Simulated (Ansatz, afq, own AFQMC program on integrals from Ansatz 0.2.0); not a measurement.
Br⁺, triplet: AFQMC among the cluster methods

A free Br cation.

Basis cc-pVDZ. Only valence electrons are correlated. Integrals, coupled cluster, full CI and functionals: Ansatz 0.2.0; the random walks run on the same integrals in our own AFQMC program. The CISD trial takes its coefficients from CCSD amplitudes. Released means that phaseless walkers are propagated on without the constraint, phases kept. Uncertainties: one standard error, sampling alone. No spin–orbit coupling.

Determinant: UHF, the one that the program's search chose, which needn't be the lowest solution.

Full CI on the same integrals is exact in this basis and with this determinant's frozen core.

Cautions: no relativity below Rb; no spin-orbit coupling; inner d shell frozen; the ph-AFQMC/CISD walk drifts between its halves (2.4 errors).

```
T1 diagnostic                               : 0.0061
weight of the determinant in the CISD state : 0.956
⟨S²⟩ of the determinant                     : 2.006
size of the correlated space                : 6 electrons in 13 orbitals
```

Reference: full CI, correlation energy -2.427 eV. The released energy is read at 2.40 1/Eh (meV from the phaseless value at times in 1/Eh: -0.9 ± 0.5 at 0.24, -0.8 ± 0.4 at 0.51, -2.0 ± 0.3 at 0.99, 1 ± 3 at 1.62, -3.2 ± 0.4 at 2.40).

```tsv
level	E − E(reference) (meV)	share of correlation (%)
HF	2427.1	0.00
MP2	457.7	81.14
CCSD	29.8	98.77
CCSD(T)	7.7	99.68
CCSDT	2.7	99.89
CCSDT(Q)	0.5	99.98
CCSDTQ	0.0	100.00
ph-AFQMC/CISD	2.5 ± 0.5	99.90
released AFQMC	-0.7 ± 0.4	100.03
```

CCSDT and higher add their correlation energy to the determinant of the CCSD(T) run, since their own runs factorise the integrals more tightly (a shift of under 2 meV). A walk keeps the symmetry of its determinant, which the program's search chose and which needn't be the lowest solution, so a lower state of the same spin and another symmetry isn't excluded. Released energies are given only where the last usable release times agree within the noise; a slower fall can still hide under it.
